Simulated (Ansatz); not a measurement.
## What a trial cell of LiAu2 relaxes into

These are results of DFT PBE, scalar-relativistic, plane waves, PAW (Ansatz 0.2.0), not measurements. Cutoff 420 eV, Γ-centred k mesh, Gaussian smearing, no spin polarisation in the final step.

The start is a random cell of LiAu2 with space group P4_2/mmc (No. 131), drawn with lower limits on the distances.

```
Li Au
1.0
     4.53304    0.00000    0.00000
     0.00000    4.53304    0.00000
     0.00000    0.00000    5.28473
Li Au
2 4
Direct
  0.50000 0.50000 0.00000
  0.50000 0.50000 0.50000
  0.50000 0.00000 0.16667
  0.00000 0.50000 0.33333
  0.00000 0.50000 0.66667
  0.50000 0.00000 0.83333
```

Cell and atoms relax at zero pressure; the relaxation can't lower the symmetry of the start. After a coarse first stage the cell is made exact in the group found at 0.06 Å.

The zero of energy is the elements' standard structures at the same level; no fitted shifts are applied.

Q: Describe the relaxed structure.

A: It ends in P4/mmm (No. 123). Conventional cell: a = 3.875 Å, c = 3.902 Å. Li has 8 Au at 2.75 Å; Au has 4 Au at 2.74 Å and 4 Li at 2.75 Å.

```xyz
3
Lattice="3.8748 0.0000 0.0000 0.0000 3.8748 0.0000 0.0000 0.0000 3.9024" Properties=species:S:1:pos:R:3 pbc="T T T"
Li    1.9374    1.9374    0.0000
Au    1.9374    0.0000    1.9512
Au    0.0000    1.9374    1.9512
```

Q: What are its volume, energy, density and gap?

A: The volume per atom is 19.53 Å³, the density is 11.36 g/cm³ and the energy over the elements is -0.29 eV/atom. The gap on the 12×12×12 mesh is 0 eV (a metal).

The final run used a 12×12×12 mesh on its 3-atom cell and 0.10 eV smearing. For metals, differences of a few meV/atom aren't resolved. Spin–orbit coupling is left out. Symmetry constrained the relaxation, so the result can be a saddle point.

Cost: 3 runs of about 3.2 core-minutes in all, on Intel Xeon 6975P-C (Granite Rapids) (shared hosts).